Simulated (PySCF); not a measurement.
fluoroethene (C2H3F), SMILES FC=C. Geometry: B3LYP-D3(BJ)/def2-TZVP.

TDA-PBE/def2-SVPD in PySCF puts the lowest singlet excitations at 7.03, 7.59, 8.10, 8.11, 8.36, 8.84 eV.

What are the lowest excitation roots from ADC(2)/aug-cc-pVDZ (PySCF)? (An estimate is asked for; the answer gives what the named calculation found.)

7.01, 7.63, 7.71, 7.94, 8.52, 8.59 eV. S1 differs by -0.02 eV (second minus first; roots are paired by order, and the bases may differ).
